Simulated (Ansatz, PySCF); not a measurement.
Species: Si₂H₅ (charge 0, doublet). It need not be the lowest isomer of its formula. 
Coordinates optimised at B3LYP-D3(BJ)/def2-TZVP (Ansatz, a first-principles code):
```
Si
H 1 1.4822
H 1 1.4822 2 109.07
H 1 1.4858 2 108.50 3 118.04
Si 1 2.3328 2 109.08 4 122.96
H 5 1.4856 1 114.08 2 -57.42
H 5 1.4856 6 109.54 1 129.22
```
Charge 0, spin multiplicity 2.

Wanted: atomisation energy (electronic, to ground-state atoms), in kcal/mol. Correlated levels leave the core frozen unless marked. UHF or UKS for open shells. No spin-orbit coupling. Non-relativistic. FCI takes restricted orbitals. The coupled-cluster limit lacks core correlation, which all-electron functionals hold. CBS marks a two-point X^-3 extrapolation of the correlation energy; Hartree-Fock from the larger set. [CCSD(T)-MP2]/basis is that difference in the basis named.

| level | program | atomisation energy (kcal/mol) |
|---|---|---|
| RI-HF/cc-pV(Q+d)Z | Ansatz | 344.8 |
| revPBE/def2-TZVPD | Ansatz | 423.9 |
| B3LYP-D4/def2-TZVPD | Ansatz + dftd4 | 443.4 |
| BHLYP-D4/def2-TZVPD | Ansatz + dftd4 | 441.4 |
| MN15/def2-TZVPD | PySCF | 445.7 |
| HSE06-D4/def2-TZVPD | Ansatz + dftd4 | 436.7 |
| HSE06/def2-TZVPD | Ansatz | 434.5 |
| CAM-B3LYP-D4/def2-TZVPD | Ansatz + dftd4 | 443.9 |
| wB97M-V/def2-TZVPD | Ansatz | 440.3 |
| B2GP-PLYP/def2-TZVPD | Ansatz | 432.3 |
| B2PLYP-D3(BJ)/def2-TZVPD | Ansatz + dftd3 | 435.9 |
| PBE-QIDH/def2-TZVPD | Ansatz | 432.8 |
| MP2/6-31G | Ansatz | 335.3 |
| RI-MP2/CBS(def2-TZVPP,def2-QZVPP) | Ansatz | 433.5 |
| CCSD/cc-pV(D+d)Z | Ansatz | 407.2 |
| CCSD/cc-pV(T+d)Z | Ansatz | 428.7 |
| CCSD(T)/def2-SVP | Ansatz | 413.1 |
| FCI/STO-3G | Ansatz | 549.3 |
| RI-MP2/CBS(cc-pV(T+d)Z,cc-pV(Q+d)Z)+[CCSD(T)-MP2]/cc-pV(D+d)Z | Ansatz | 442.0 |
| RI-MP2/CBS(def2-TZVPPD,def2-QZVPPD)+[CCSD(T)-MP2]/def2-SVPD | Ansatz | 441.9 |
| RI-MP2/CBS(def2-TZVPPD,def2-QZVPPD)+[CCSD(T)-MP2]/def2-TZVPPD | Ansatz | 442.6 |
